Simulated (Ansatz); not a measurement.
C6H10 can be A, `C#CC(C)(C)C`, or B, `C1CC1C1CC1`.

Computed with Ansatz on PBE0-D4/def2-TZVP structures; ΔE is electronic, products minus reactants. CCSD(T)/CBS adds triple-zeta CCSD(T) − MP2 to the extrapolated MP2 energy (def2 sets, frozen cores). DFT in def2-TZVPP. B3LYP here is the variant with VWN-RPA as its local correlation; programs differ in this. One conformer a species, not always the lowest.

(1) Which is lower in electronic energy at CCSD(T)/CBS, and by how much? (Best estimate.)

(2) Give E(B) − E(A) in kJ/mol with HF/def2-TZVPP, LDA (SPW92), B3LYP, r2SCAN-D4, CCSD(T)/def2-SVP, ωB97M-V, CCSD(T)/def2-TZVPP. (An estimate is asked.)

(3) Does the order hold for the free energy at 298.15 K (harmonic terms from PBE0-D4)? (Best estimate.)

Largest T1 diagnostic: 0.010.

## Answers

(1) The calculation gave: A, by 22.6 kJ/mol.

(2) Computed: HF/def2-TZVPP 25.8, LDA (SPW92) -39.2, B3LYP 14.3, r2SCAN-D4 -6.2, CCSD(T)/def2-SVP 12.8, ωB97M-V 3.2, CCSD(T)/def2-TZVPP 20.7. The order is the other way round with LDA (SPW92), r2SCAN-D4.

(3) Ansatz gave: Yes: G(B) − G(A) = +32.8 kJ/mol, for one conformer each.

In def2-TZVPP, CCSD(T) changes the Hartree–Fock value by −5.0 kJ/mol (the triples alone add +3.2 kJ/mol) and MP2 by −9.1 kJ/mol. From PBE to PBE0 (25 % exact exchange), in def2-TZVPP and without D4, E(B) − E(A) moves by −9.8 kJ/mol.
